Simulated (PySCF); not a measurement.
# XPS shifts beside NMR shieldings

Compound: C4H4F2.
Structure used (PBE0-D3(BJ)/def2-SVP), in Å, numbered top down from 1:
```xyz
10
C4H4F2 angstrom
F      2.0238   -1.2926   -0.2036
C      0.9243   -0.5716   -0.2084
C      0.2677    0.1237   -1.1425
C     -0.8080    0.5433   -0.1590
C      0.0340   -0.1789    0.9292
F     -0.5942   -1.1825    1.6067
H      0.4457    0.3524   -2.1937
H     -1.7854    0.0564   -0.2963
H     -0.9519    1.6259   -0.0112
H      0.4969    0.5013    1.6654
```

Binding energies: PySCF, delta-SCF UKS SCAN, pcX-2 on the ionised atom, pcseg-1 elsewhere, spin-free X2C. Shieldings: GIAO KT3/pcSseg-2, non-relativistic, same geometry.

```json
{"atom": "C2", "C 1s (eV)": "293.10"}
{"atom": "C3", "C 1s (eV)": "291.01"}
{"atom": "C4", "C 1s (eV)": "291.45"}
{"atom": "C5", "C 1s (eV)": "293.58"}
```

What are the absolute isotropic shieldings of these atoms?

```json
{"atom": "C3", "environment": "alkene CH carbon", "C 1s (eV)": "291.01", "isotropic shielding (ppm)": "76.3"}
{"atom": "C4", "environment": "allylic carbon", "C 1s (eV)": "291.45", "isotropic shielding (ppm)": "148.8"}
{"atom": "C2", "environment": "vinylic C–F carbon", "C 1s (eV)": "293.10", "isotropic shielding (ppm)": "26.0"}
{"atom": "C5", "environment": "sp3 C–F carbon", "C 1s (eV)": "293.58", "isotropic shielding (ppm)": "88.9"}
```

Among the listed atoms, is the one with the highest binding energy also the least shielded?

No. The highest binding energy is at C5 (293.58 eV, shielding 88.9 ppm), the lowest shielding at C2 (26.0 ppm, 293.10 eV).

By binding energy: C3 < C4 < C2 < C5. By shielding: C2 < C3 < C5 < C4.

Geometry: PBE0-D3(BJ)/def2-SVP; no solvent, vibrations or thermal averaging.
